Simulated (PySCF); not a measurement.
C3H5N3.
Numbering: `[CH3:1][n:2]1[n:3][cH:4][cH:5][n:6]1` (hydrogens: H7, H8, H9 on C1; H10 on C4; H11 on C5)

Theory: core-valence-separated Tamm–Dancoff BHandHLYP/aug-pcX-1 (pcseg-1 on H) in PySCF, non-relativistic, gas phase, PBE0-D3(BJ)/def2-SVP geometry.

Computed nitrogen K-edge spectrum, Gaussian lines of 0.6 eV full width, highest printed point 100; it ends one width below the last computed root. BHandHLYP without relativity tends to put these K edges a few eV too low, so spacings mean more than positions.

photon energy (eV), absorption and a bar:
```
    396.8          0 
    396.9          2 
    397.0          4 #
    397.1         11 ###
    397.2         23 #######
    397.3         42 #############
    397.4         66 ####################
    397.5         88 ##########################
    397.6        100 ##############################
    397.7         98 #############################
    397.8         82 #########################
    397.9         59 ##################
    398.0         36 ###########
    398.1         19 ######
    398.2          9 ###
    398.3          3 #
    398.4          1 
    398.5          0 
    398.6          0 
    398.7          0 
    398.8          0 
    398.9          0 
    399.0          0 
    399.1          0 
    399.2          0 
    399.3          0 
    399.4          0 
    399.5          0 
    399.6          1 
    399.7          2 #
    399.8          5 #
    399.9         10 ###
    400.0         18 #####
    400.1         27 ########
    400.2         35 ##########
    400.3         38 ###########
    400.4         36 ###########
    400.5         30 #########
    400.6         21 ######
    400.7         12 ####
    400.8          6 ##
    400.9          3 #
    401.0          1 
    401.1          0 
    401.2          0 
    401.3          0 
    401.4          0 
    401.5          0 
    401.6          0 
    401.7          1 
    401.8          2 #
    401.9          3 #
    402.0          4 #
    402.1          6 ##
    402.2          7 ##
    402.3          7 ##
    402.4          8 ###
    402.5         10 ###
    402.6         13 ####
    402.7         17 #####
```

Q: Where are the maxima, and which lines make them up?

A: 2 maxima:
- 397.6 eV: N3/N6 (pyridine-type nitrogen), 397.64 eV, f = 0.122, sum of 2, 100 % of the height at the exact maximum
- 400.3 eV: N2 (pyrrole-type nitrogen), 400.32 eV, f = 0.046, 1s→π*, 100 % of the height at the exact maximum

Roots within 0.03 eV on the same or equivalent atoms count as one line; shares under 12 % aren't listed.

Vibrational structure and lifetime widths aren't in the curve. The ionisation threshold wasn't computed; near and above it a finite basis only mimics Rydberg series and continuum.
